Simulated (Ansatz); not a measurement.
A run of Ansatz (development build ahead of 0.2.0) on singlet AlLi at this shape:

| atom | x (Å) | y (Å) | z (Å) |
| --- | --- | --- | --- |
| Li | 0.0000 | 0.0000 | 0.0000 |
| Al | 0.0000 | 0.0000 | 4.4820 |

Its results:

```yaml
Converged: yes
Total_energy: -249.27119 hartree
Spin_squared_of_the_determinant: 0.000
Stability_test: minimum among restricted orbitals
```

Question: Which input gives this output? Name the method, the orbitals and the basis set, and write the input.

Answer: RHF in pcseg-2. An unrestricted run that stays on the closed shell gives the same numbers.

```yaml
crystal:
  periodic: [false, false, false]
  atoms:
    - { symbol: Li, position_ang: [0.0, 0.0, 0.0] }
    - { symbol: Al, position_ang: [0.0, 0.0, 4.482] }
basis:
  gaussian: { orbitals: pcseg-2 }
hamiltonian:
  xc: hf
```

Caution: an unrestricted determinant lies well below.
